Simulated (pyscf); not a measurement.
**Addition across a multiple bond or ene-type step: B–F (SMILES [B]F) [singlet] + H₂C=CH₂ (SMILES C=C) -> B–CH₂–CH₂–F (SMILES [B]CCF) [singlet]**

Gas phase, singlet surface, charge 0. Bonds broken: B1–F2. Bonds formed: B1–C3, F2–C4. Single points on ωB97X-D3(BJ)/def2-SVP structures (PySCF, gas phase). MP2 and CC: frozen core, UHF for open shells. ΔMP2 is the change of the MP2 total energy from the triple- to the quadruple-zeta basis.

Transition state (Å):

```xyz
8

B      0.0986     1.1533    -0.1241
F     -1.4635     0.7441    -0.1450
C      0.4774    -0.3661     0.5864
C     -0.8964    -0.7384     0.5735
H      1.1519    -0.8808    -0.1086
H      0.9395    -0.1543     1.5582
H     -1.2935    -1.4096    -0.1946
H     -1.5073    -0.6798     1.4799
```

One imaginary mode, 702i cm⁻¹; descent along it reached the two sides named.

| bond | change | reactant side (Å) | saddle | product side |
|---|---|---|---|---|
| B1–F2 | breaks | 1.270 | 1.615 | 3.0 |
| B1–C3 | forms | 3.3 | 1.720 | 1.558 |
| F2–C4 | forms | 3.4 | 1.742 | 1.379 |

Electronic energies relative to the separated reactants (eV):

```tsv
level	barrier	reaction energy	reverse barrier
ωB97X-D3(BJ)/def2-TZVP	2.76	+1.80	0.96
PBE/def2-TZVP	2.44	+1.89	0.56
r²SCAN/def2-TZVP	2.55	+1.90	0.65
B3LYP-D3(BJ)/def2-TZVP	2.83	+1.99	0.84
PBE0-D3(BJ)/def2-TZVP	2.59	+1.75	0.84
M06-2X/def2-TZVP	2.91	+1.96	0.95
ωB97M-D3(BJ)/def2-TZVP	2.88	+1.98	0.90
HF/def2-TZVP	3.56	+2.11	1.45
MP2/def2-QZVPP	3.00	+2.06	0.94
CCSD/def2-TZVPP	3.12	+2.00	1.11
CCSD(T)/def2-TZVPP	2.99	+2.03	0.96
CCSD(T)/def2-TZVPP + ΔMP2(QZVPP)	2.98	+2.03	0.95
```

With CCSD(T)/def2-TZVPP + ΔMP2(QZVPP) energies and thermal terms (ideal gas, 1 atm, RRHO with modes under 100 cm⁻¹ raised to 100, one conformer, R ln 2 for chiral ones without a mode under 150 cm⁻¹), in eV:

```json
[
 {"T (K)": "298", "ΔH‡": "2.99", "ΔG‡": "3.43", "ΔH": "+2.09", "ΔG": "+2.49"},
 {"T (K)": "600", "ΔH‡": "2.99", "ΔG‡": "3.88", "ΔH": "+2.10", "ΔG": "+2.90"},
 {"T (K)": "900", "ΔH‡": "3.00", "ΔG‡": "4.32", "ΔH": "+2.13", "ΔG": "+3.29"},
 {"T (K)": "1200", "ΔH‡": "3.02", "ΔG‡": "4.76", "ΔH": "+2.17", "ΔG": "+3.67"}
]
```

This saddle turned up in a search for another step; its sides and bond changes are read from the two ends of the descent. The same reactants have a lower exit, to cyclic C₂H₄BF (SMILES FB1CC1) (barrier +0.86 eV at ωB97M-D3(BJ)/def2-TZVP, against +2.88 eV here). This is the saddle that the search found; another between the same sides may lie lower. The CCSD(T) − MP2 part came from Ansatz, without density fitting, on the same reference.
